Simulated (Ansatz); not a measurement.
Geometry optimisation, Ansatz, RKS PBE0/def2-SVP.

input.yaml

```yaml
crystal:
  periodic: [false, false, false]
  atoms:
    - { symbol: Si, position_ang: [0.0, 0.0, 0.0] }
    - { symbol: O, position_ang: [0.0, 0.0, 2.03] }
    - { symbol: H, position_ang: [-0.9095, -0.2814, 2.3671] }
    - { symbol: H, position_ang: [1.3768, 0.0, -0.4862] }
    - { symbol: H, position_ang: [-0.6877, 1.1914, -0.4862] }
    - { symbol: H, position_ang: [-0.6877, -1.1914, -0.4862] }
    - { symbol: Cl, position_ang: [1.2683, -1.9259, 0.7662] }
    - { symbol: H, position_ang: [0.6739, -1.0233, 1.8701] }
basis:
  gaussian: { orbitals: def2-SVP }
hamiltonian:
  xc: pbe0
relax:
  f_tol: 0.15
  max_steps: 25
  restrain:
    - { distance: [0, 6], at: 3.33, k: 30.0 }
    - { distance: [7, 1], at: 2.21, k: 30.0 }
    - { distance: [0, 1], at: 1.68, k: 30.0 }
    - { distance: [7, 6], at: 1.37, k: 30.0 }
output:
  orbitals: {}
```

Command:

```bash
$ ansatz run input.yaml --threads 1 --pin off --max-ram 2048MiB --backend cpu --events-out ev --progress --plain --runs-dir out
```

Question: Where does it end, and by what steps?

Answer: It converged. The restraints hold the end off the free minimum; the threshold counts their pulls, which the force column leaves out. Restrained pairs: Si1–Cl7 (2.43 → 3.34 Å), O2–H8 (1.24 → 2.20 Å), Si1–O2 (2.03 → 1.68 Å), Cl7–H8 (1.54 → 1.33 Å). After 12 steps the energy has fallen by 1.784 eV (the restraints' own energy left out); H8 moved furthest, 0.79 Å.

| step | energy less start (eV) | largest force component (eV/Å) | accepted |
| --- | --- | --- | --- |
| 0 | 0.0000 | 2.145 | yes |
| 1 | -0.4446 | 2.541 | yes |
| 2 | -0.7919 | 4.101 | yes |
| 3 | -1.3484 | 2.729 | yes |
| 4 | -1.7080 | 0.919 | yes |
| 5 | -1.6837 | 1.112 | no |
| 6 | -1.7575 | 0.779 | yes |
| 7 | -1.7665 | 0.842 | yes |
| 8 | -1.7392 | 1.237 | no |
| 9 | -1.7663 | 0.909 | yes |
| 10 | -1.7729 | 0.878 | yes |
| 11 | -1.7708 | 0.986 | yes |
| 12 | -1.7839 | 0.846 | yes |

```xyz
8
Properties=species:S:1:pos:R:3
Si -0.149 0.131 0.041
O -0.151 0.115 1.722
H -1.013 0.172 2.141
H 1.265 0.266 -0.385
H -0.929 1.318 -0.435
H -0.781 -1.092 -0.533
Cl 1.625 -2.506 1.064
H 1.168 -1.633 1.959
```

Run time: 31 s on 1 thread of Arm Neoverse V2 (shared host), peak memory 0.16 GiB.
